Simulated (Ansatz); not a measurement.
# Heat of formation of CH4N2S (thiourea) from total energies

CH4N2S: 8 atoms, total charge 0, spin state singlet. SMILES: `NC(N)=S`. Geometry: relaxed at PBE0-D4/def2-TZVP. This is one conformer, not always the lowest.

Total energies at CCSD/def2-SVPD, 8 core orbitals frozen (Ansatz 0.2.0); the atoms run unrestricted:

```tsv
species	state	energy (Eh)
CH4N2S	singlet	-547.080793
N	quartet	-54.428393
C	triplet	-37.720662
S	triplet	-397.481084
H	doublet	-0.499278
```

Harmonic wavenumbers at PBE0-D4/def2-TZVP, in cm⁻¹: 320, 372, 400, 459, 496, 591, 651, 787, 1067, 1079, 1429, 1454, 1629, 1651, 3593, 3601, 3728, 3729.

Measured heats of formation of the gaseous atoms at 298.15 K, in kJ/mol: N 472.4, C 716.9, S 277.0, H 218.0. Spin-orbit lowering of the atoms at 298 K (mean of the ground term's levels less their thermal mean, from spectra), in kJ/mol: C 0.02, S 1.88. Take 1 Eh = 2625.50 kJ/mol, 1 cm⁻¹ = 0.0119627 kJ/mol, RT = 2.479 kJ/mol.

Problem. Work out the heat of formation of the gas at 298 K.

Solution. 
1. Electronic atomisation energy: 2 × (-54.428393) + (-37.720662) + (-397.481084) + 4 × (-0.499278) − (-547.080793) = 1.025149 Eh = 2691.5 kJ/mol.
2. Zero-point energy: half the sum of the wavenumbers, 13518 cm⁻¹ = 161.7 kJ/mol.
3. Thermal vibrational enthalpy, Σ hcν̃/(exp(hcν̃/kT) − 1): 5.2 kJ/mol. Translation, rotation and pV of a non-linear molecule: 4 RT = 9.9 kJ/mol.
4. The 8 free atoms carry 5/2 RT each: 49.6 kJ/mol.
5. Spin-orbit coupling lowers the free atoms by 0.02 + 1.88 = 1.9 kJ/mol.
6. Atomisation enthalpy at 298 K: 2691.5 − 1.9 − 161.7 − 5.2 − 9.9 + 49.6 = 2562.4 kJ/mol.
7. Sum of the atoms' heats of formation: 2810.7 kJ/mol. Heat of formation: 2810.7 − 2562.4 = +248.3 kJ/mol.

The tabulated value is +22.9 kJ/mol (CRC Handbook of Chemistry and Physics), so this level is off by +225.4 kJ/mol, or 8.1 % of the atomisation enthalpy that the table implies (2787.8 kJ/mol). Coupled cluster needs large bases for atomisation: in a finite one the molecule is underbound. CCSD also lacks the triples, which bind further. A double-zeta basis underbinds. Anharmonicity and any spin-orbit splitting of the molecule are left out, and so is core correlation.
